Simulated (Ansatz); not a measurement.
# BH5SSi (built from SMILES [SiH3]BS): functionals against CCSD(T) at one geometry

The atoms stand at a displaced guess of a reacting structure. How far do the functionals agree with CCSD(T) there?

Program: Ansatz 0.2.0, Gaussian basis. Level of theory: single points in def2-TZVPP. These are calculated values, not measurements.

Cores are frozen in the correlated methods.

## 1. Where the work starts

8 atoms, charge 0, spin multiplicity 1.

Atoms are counted from 1 here; the program's logs count them from 0.

Bond lengths: B1–Si2 2.185 Å, B1–S3 1.736 Å, B1–H4 1.276 Å, B1–H5 1.286 Å, Si2–H6 1.396 Å, Si2–H7 1.433 Å, Si2–H8 1.470 Å. Angles: Si2–B1–S3 126.4°, Si2–B1–H4 65.0°, Si2–B1–H5 111.2°, S3–B1–H4 68.2°, S3–B1–H5 122.3°, H4–B1–H5 154.0°, B1–Si2–H6 89.2°, B1–Si2–H7 113.0°, B1–Si2–H8 105.8°, H6–Si2–H7 112.2°, H6–Si2–H8 122.1°, H7–Si2–H8 112.1°.

Geometry (Å):

```xyz
8
charge 0, multiplicity 1
B    -1.0143    0.1406   -0.4246
Si    0.8906   -0.2891    0.5564
S    -1.4533    1.6212   -1.2166
H    -0.0006    0.7240   -0.9342
H    -1.8392   -0.8373   -0.2894
H     0.1897   -0.7131    1.6863
H     1.6660    0.8886    0.8116
H     1.5920   -1.2322   -0.3263
```

## 2. CCSD(T)/def2-TZVPP

The input, run/in.yaml:

```yaml
crystal:
  periodic: [false, false, false]
  atoms:
    - {symbol: B, position_ang: [-1.014300, 0.140600, -0.424600]}
    - {symbol: Si, position_ang: [0.890600, -0.289100, 0.556400]}
    - {symbol: S, position_ang: [-1.453300, 1.621200, -1.216600]}
    - {symbol: H, position_ang: [-0.000600, 0.724000, -0.934200]}
    - {symbol: H, position_ang: [-1.839200, -0.837300, -0.289400]}
    - {symbol: H, position_ang: [0.189700, -0.713100, 1.686300]}
    - {symbol: H, position_ang: [1.666000, 0.888600, 0.811600]}
    - {symbol: H, position_ang: [1.592000, -1.232200, -0.326300]}
basis:
  gaussian: {orbitals: def2-TZVPP}
correlation: {method: ccsd_t}
output: {forces: true}
```

The command line of these runs was not kept.

## 3. PBE0-D4/def2-TZVPP

Changes to run/in.yaml since step 2:

```diff
@@ -13,3 +13,3 @@
   gaussian: {orbitals: def2-TZVPP}
-correlation: {method: ccsd_t}
-output: {forces: true}
+hamiltonian: {xc: pbe0, dispersion: d4}
+output: {forces: true, orbitals: {seedname: orbitals}}
```

## 4. wB97M-V/def2-TZVPP

Changes to run/in.yaml since step 3:

```diff
@@ -13,3 +13,3 @@
   gaussian: {orbitals: def2-TZVPP}
-hamiltonian: {xc: pbe0, dispersion: d4}
-output: {forces: true, orbitals: {seedname: orbitals}}
+hamiltonian: {xc: {name: wB97M-V}}
+output: {forces: true}
```

## 5. r2SCAN-D4/def2-TZVPP

Changes to run/in.yaml since step 4:

```diff
@@ -13,3 +13,3 @@
   gaussian: {orbitals: def2-TZVPP}
-hamiltonian: {xc: {name: wB97M-V}}
+hamiltonian: {xc: r2scan, dispersion: d4}
 output: {forces: true}
```

## 6. PBE-D4/def2-TZVPP

Changes to run/in.yaml since step 5:

```diff
@@ -13,3 +13,3 @@
   gaussian: {orbitals: def2-TZVPP}
-hamiltonian: {xc: r2scan, dispersion: d4}
+hamiltonian: {xc: pbe, dispersion: d4}
 output: {forces: true}
```

## 7. SPW92/def2-TZVPP

Changes to run/in.yaml since step 6:

```diff
@@ -13,3 +13,3 @@
   gaussian: {orbitals: def2-TZVPP}
-hamiltonian: {xc: pbe, dispersion: d4}
+hamiltonian: {xc: lda}
 output: {forces: true}
```

## 8. CAM-B3LYP-D4/def2-TZVPP

Changes to run/in.yaml since step 7:

```diff
@@ -13,3 +13,3 @@
   gaussian: {orbitals: def2-TZVPP}
-hamiltonian: {xc: lda}
+hamiltonian: {xc: {name: CAM-B3LYP}, dispersion: d4}
 output: {forces: true}
```

(Steps that only read results are left out.)

What does the calculation give? Wanted: energy less free atoms, CCSD(T)/def2-TZVPP; RMS force component; RMS force error; HOMO and LUMO, PBE0-D4; T1 diagnostic.

The runs gave:

```
                                  quantity                                                                                              value
energy less free atoms, CCSD(T)/def2-TZVPP                                                                                    -513.2 kcal/mol
                       RMS force component                                                               0.839 to 0.870 eV/Å over the methods
                           RMS force error  PBE0-D4 0.125, wB97M-V 0.137, r2SCAN-D4 0.085, PBE-D4 0.115, SPW92 0.184, CAM-B3LYP-D4 0.161 eV/Å
                    HOMO and LUMO, PBE0-D4                                                                                 -6.42 and -2.22 eV
                             T1 diagnostic                                                                                              0.017
```

What this shows: Against CCSD(T) the functionals' energies less atoms differ by -94.1 to -14.9 kcal/mol, PBE-D4 by -24.9 kcal/mol. The reference is not at the basis limit: in triple zeta CCSD(T) underbinds, which counts against methods that bind more; the gaps are no ranking. The forces of r2SCAN-D4 come nearest to CCSD(T), those of SPW92 are farthest. Frozen-core CCSD(T) forces in triple zeta carry basis errors of their own, and this is one geometry, so small gaps rank nothing.
